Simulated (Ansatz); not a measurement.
Results of r²SCAN (Ansatz, an electronic-structure program, PAW) for black phosphorus.

Rigid layers of the crystal as relaxed at this level are moved apart or together:

```csv
run,layer repeat (Å),energy against free layers (meV/Å²),gap on the mesh (eV)
1,5.24,-7.67,0.000
2,5.44,-9.22,0.218
3,5.74,-8.64,0.324
4,6.24,-5.45,0.489
5,7.24,-1.26,0.747
6,9.24,0.02,0.957
```

The lowest energy of these points lies at a layer repeat of 5.44 Å.

Note: the cell comes from a level without a dispersion term, which matters for the spacing of layers, chains or molecules.
